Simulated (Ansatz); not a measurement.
# CH4OSi: the cost of one run

Program: Ansatz 0.2.0, Gaussian basis. Level of theory: single points in def2-TZVPP. These are calculated values, not measurements.

Correlated methods freeze the cores.

1 further run of the same task is left out (it didn't finish).

### Step 1. Where the work starts

SMILES `C[SiH]=O`, 7 atoms, charge 0, spin multiplicity 1.

Atoms are counted from 1 here; the program's logs count them from 0.

Bond lengths: C1–Si2 1.800 Å, C1–H4 1.112 Å, C1–H5 1.118 Å, C1–H6 1.104 Å, Si2–O3 1.546 Å, Si2–H7 1.508 Å. Angles: Si2–C1–H4 112.0°, Si2–C1–H5 104.7°, Si2–C1–H6 113.6°, H4–C1–H5 109.6°, H4–C1–H6 109.4°, H5–C1–H6 107.3°, C1–Si2–O3 126.9°, C1–Si2–H7 114.4°, O3–Si2–H7 118.0°.

Geometry (Å):

```tsv
atom	x (Å)	y (Å)	z (Å)
C1	-0.6390	0.4100	-0.1934
Si2	0.8357	-0.5405	0.2094
O3	1.3940	-1.7588	-0.5622
H4	-0.5251	0.9709	-1.1470
H5	-1.4486	-0.3540	-0.3013
H6	-0.9492	1.1051	0.6062
H7	1.4365	-0.2176	1.5540
```

### Step 2. PBE-D4/def2-TZVPP

File run/in.yaml:

```yaml
crystal:
  periodic: [false, false, false]
  atoms:
    - {symbol: C, position_ang: [-0.639044, 0.410028, -0.193361]}
    - {symbol: Si, position_ang: [0.835730, -0.540503, 0.209353]}
    - {symbol: O, position_ang: [1.394020, -1.758766, -0.562204]}
    - {symbol: H, position_ang: [-0.525097, 0.970920, -1.146959]}
    - {symbol: H, position_ang: [-1.448553, -0.354010, -0.301251]}
    - {symbol: H, position_ang: [-0.949231, 1.105106, 0.606168]}
    - {symbol: H, position_ang: [1.436479, -0.217597, 1.553965]}
basis:
  gaussian: {orbitals: def2-TZVPP}
hamiltonian: {xc: pbe, dispersion: d4}
output: {forces: true}
```

Run with:

```console
> ansatz run in.yaml --threads 2 --pin off --events-out ev --progress --plain --max-ram 3481MiB
```

What time and memory should one allow on 2 threads of Arm Neoverse V2, shared host?

About 1.3 s, with a peak of 0.14 GiB.
